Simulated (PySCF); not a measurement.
Published values to compare with (the computed states carry no symmetry labels, so the two lists aren't matched line by line):

```json
{"state": "3B2(π→π*)", "E (eV)": "3.25", "f": "", "kind of transition": "vertical absorption", "source": "[1]"}
{"state": "3B1(n→π*)", "E (eV)": "3.35", "f": "", "kind of transition": "vertical absorption", "source": "[1]"}
{"state": "1B1(n→π*)", "E (eV)": "3.79", "f": "", "kind of transition": "vertical absorption", "source": "[1]"}
{"state": "3A1(π→π*)", "E (eV)": "3.88", "f": "", "kind of transition": "vertical absorption", "source": "[1]"}
{"state": "1A1(π→π*)", "E (eV)": "4.26", "f": "", "kind of transition": "vertical absorption", "source": "[1]"}
{"state": "1B2(π→π*)", "E (eV)": "4.59", "f": "", "kind of transition": "vertical absorption", "source": "[1]"}
{"state": "1B2(π→π*)", "E (eV)": "4.63", "f": "", "kind of transition": "vertical absorption", "source": "[2]"}
{"state": "1A2(n→π*)", "E (eV)": "5.09", "f": "", "kind of transition": "vertical absorption", "source": "[1]"}
{"state": "1A2(n→π*)", "E (eV)": "5.39", "f": "", "kind of transition": "vertical absorption", "source": "[1]"}
{"state": "1A1(π→π*)", "E (eV)": "5.65", "f": "", "kind of transition": "vertical absorption", "source": "[2]"}
{"state": "1A1(π→π*)", "E (eV)": "5.67", "f": "", "kind of transition": "vertical absorption", "source": "[1]"}
{"state": "1B1(n→π*)", "E (eV)": "6.14", "f": "", "kind of transition": "vertical absorption", "source": "[1]"}
{"state": "1B1(n→π*)", "E (eV)": "6.22", "f": "", "kind of transition": "vertical absorption", "source": "[2]"}
{"state": "1B2(π→π*)", "E (eV)": "6.28", "f": "", "kind of transition": "vertical absorption", "source": "[1]"}
```

[1] computed, CC3/aug-cc-pVTZ, gas; Loos, Jacquemin, bicyclic systems (2021), arXiv:2109.13894
[2] computed, theoretical best estimate (aug-cc-pVQZ), gas; Loos, Comin, Blase, Jacquemin, intramolecular charge-transfer excitations (2021), arXiv:2103.02947

Species: quinoxaline, C8H6N2.
Z-matrix (Å and degrees, PBE0-D3(BJ)/def2-SVP geometry), rows numbered from 1:
```
C 
C   1  1.4167
C   2  1.3751  1  120.66
C   3  1.4170  2  119.96  1    -0.01
N   4  1.3564  3  119.73  2   179.97
C   5  1.3081  4  116.77  3   179.96
C   6  1.4213  5  122.34  4    -0.00
N   7  1.3081  6  122.35  5     0.02
C   8  1.3564  7  116.79  6     0.01
C   1  1.3751  2  120.67  3     0.04
H   1  1.0925  2  119.39  3  -179.96
H   2  1.0925  1  119.39  3  -179.99
H   3  1.0916  2  122.31  1  -179.98
H   6  1.0967  5  117.80  4  -179.99
H   7  1.0968  6  119.85  5   180.00
H  10  1.0916  1  122.32  2  -179.99
```

The calculation used TDDFT B3LYP/def2-SVPD, vertical, gas phase, core orbitals frozen in the response (PySCF).

Computed singlets: 3.46 eV (f 0.002); 4.15 eV (f 0.024); 4.45 eV (f 0.071); 4.68 eV (f 0.000); 5.10 eV (f 0.000); 5.66 eV (f 0.003); 5.77 eV (f 0.623); 5.95 eV (f 0.017); 6.40 eV (f 0.000); 6.51 eV (f 0.279). Computed triplets (Tamm–Dancoff): 2.95, 3.08, 3.62, 4.37 eV.

**Question.** How does the lowest computed triplet compare with the best estimate listed for the lowest triplet (vertical absorption)?

**Answer.** 2.95 eV against 3.25 eV for 3B2(π→π*) [1]: a difference of -0.31 eV. Geometry and basis of the two calculations needn't be the same.

All these states lie below the vertical ionisation energy of 8.97 eV (ΔSCF).

Hardware: one thread, Arm Neoverse V1, no GPU, on a shared host. Cost: 4.1 min of wall time.
